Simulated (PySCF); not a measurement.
**Gas-phase thermal properties of BOCl**

Method: PySCF energies (xtb for GFN2) plus ideal-gas RRHO corrections (1 bar). 'Table' is the NASA 1993 thermochemical table (part measured, part estimated). 6-31G* has spherical d functions here. All species are closed-shell singlets. B3LYP is the form with VWN-RPA correlation. The harmonic model lacks anharmonicity and excited electronic states, which grow with temperature; levels with a mode under 35 cm⁻¹ are left out. The table's entry may be an old estimate for BOCl (not checked at source).

| level | point group | σ | ZPE (kJ/mol) | S°298 (J/mol/K) | Cp298 (J/mol/K) | S°1000 (J/mol/K) | H1000 − H298 (kJ/mol) |
|---|---|---|---|---|---|---|---|
| table | - | - | - | 237.4 | 45.1 | 300.3 | 37.3 |
| B3LYP/6-31G* | C∞v | 1 | 21.2 | 236.9 | 44.9 | 299.2 | 37.0 |
| GFN2-xTB | C∞v | 1 | 20.6 | 238.1 | 46.0 | 301.1 | 37.3 |
| HF/6-31G* | C∞v | 1 | 22.8 | 235.5 | 43.8 | 296.9 | 36.5 |
| PBE/def2-SVP | C∞v | 1 | 20.6 | 237.6 | 45.3 | 300.3 | 37.2 |
| PBE0/def2-TZVP | C∞v | 1 | 21.4 | 236.4 | 44.6 | 298.5 | 36.9 |
σ: rotational symmetry number. Electronic degeneracy used: 1. Frequencies are unscaled.
